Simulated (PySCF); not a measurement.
# C5H12O: the cost of one run

Programs: PySCF 2.14.0, with density-fitted response routines of our own. Each step states its level of theory. These are calculated values for one molecule in the gas phase, unless marked as measured. Atoms are numbered from 0 throughout.

### 1 Starting geometry

18 atoms, charge 0, multiplicity 1; geometry from: MMFF94s. The atoms were then displaced at random by about 0.03 Å, so the start is not that level's minimum.

Bonds of the start (Å): C0–C1 1.53, C1–C2 1.52, C1–C3 1.48, C1–C4 1.55, C4–O5 1.46, C0–H6 1.10, C0–H7 1.18, C0–H8 0.97, C2–H9 1.16, C2–H10 1.11, C2–H11 1.03, C3–H12 1.26, C3–H13 1.10, C3–H14 1.07, C4–H15 1.04, C4–H16 1.11, O5–H17 0.95.

### 2 Relaxing the molecule at PBE0-D3(BJ)/def2-SVP

The job: settings as JSON, then the geometry in Å.

```
{"job": {"xc": "PBE0", "basis": "def2-SVP", "d3": "d3bj", "grid": 1, "shake": 0.03, "kind": "geom"}, "charge": 0, "multiplicity": 1}
C     -0.556850    -0.845740    -1.338950
C     -0.170590    -0.101990    -0.060760
C     -0.219230    -1.125520     1.061730
C     -1.027440     1.055940     0.286480
C      1.259630     0.450570    -0.294700
O      1.730930     1.126400     0.906830
H     -1.599100    -1.186990    -1.243280
H     -0.588810    -0.043110    -2.201510
H      0.044420    -1.576670    -1.569010
H      0.125080    -0.672300     2.071310
H      0.510910    -1.947930     0.907440
H     -1.137960    -1.551410     1.241730
H     -2.234940     0.702910     0.380800
H     -0.901880     1.547920     1.258170
H     -1.152570     1.781440    -0.487030
H      1.966210    -0.291490    -0.494470
H      1.286790     1.236950    -1.083740
H      2.609100     1.457950     0.736700
```

On the command line:

```sh
$ OMP_NUM_THREADS=1 python probes_run.py task.json out
```

One launch serves the whole session: the jobs run in the order shown.

Q: Estimate the wall time and peak memory of this first job on 1 thread of Arm Neoverse V2, shared host.

About 61 s, with a peak of 0.57 GiB.
